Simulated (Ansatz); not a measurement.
The input, for Ansatz 0.2.0:

```yaml
crystal:
  periodic: [false, false, false]
  atoms:
    - {symbol: Si, position_ang: [0.000000, 0.362723, 1.080458]}
    - {symbol: Mg, position_ang: [0.000000, -0.497313, -1.304995]}
    - {symbol: H, position_ang: [0.000000, 1.884973, 1.361877]}
basis:
  gaussian: {orbitals: 6-31G}
magnetization: {spin_polarized: false, initial_magnetization: 1}
correlation: {method: sc_nevpt2, electrons: outside_noble_gas, active_space: {window: {electrons: 7, orbitals: 9}, shells: [{species: H, l: s, shell: 1}, {species: Mg, l: s, shell: 3}, {species: Mg, l: p, shell: 3}, {species: Si, l: s, shell: 3}, {species: Si, l: p, shell: 3}]}}
```

```sh
$ ansatz run in.yaml --threads 1 --pin off --events-out ev --progress --plain --max-ram 2393MiB
```

(1) Roughly how long does this take on 1 thread of Intel Xeon, shared host, and how much host memory?

```
554 factors; integrals over basis functions are off by at most 1.1e-7 eV
mean field evaluation 1: about -13305.4540 eV, gradient 6.0e0 eV
mean field evaluation 2: about -13305.4630 eV, gradient 6.0e0 eV
mean field evaluation 4: about -13305.8231 eV, gradient 9.8e-1 eV
mean field evaluation 8: about -13305.8411 eV, gradient 6.7e-4 eV
mean field evaluation 16: about -13305.6357 eV, gradient 3.9e-1 eV
mean field evaluation 32: about -13305.5708 eV, gradient 3.0e0 eV
mean field evaluation 64: about -13305.6385 eV, gradient 2.0e-1 eV
mean field -13305.84111248 eV, -488.9806418605 hartree, gradient 3.3e-6 eV, S^2 0.750000; 8 other end points of the search recorded, 0 dependent functions left out
reference -13305.84111248 eV, -488.9806418605 hartree; 14, 13 occupied and 14, 15 virtual orbitals, 554 factors
state -13307.93143283 eV, -489.0574597166 hartree
state -13307.93143283 eV, -489.0574597166 hartree; corrected -13308.33716347 eV, -489.0723700426 hartree
Total energy: -13308.33716347 eV, -489.0723700426 hartree
Checks for a lower state left out: starts, orbital_swaps
```

Natural occupations: 1.9751 1.9582 1.7042 0.9901 0.2699 0.0404 0.0277 0.0191 0.0154.

For the same geometry and basis full CI lies 161.3 meV lower.

Results:

(1) 3.2 s wall and 0.11 GiB.
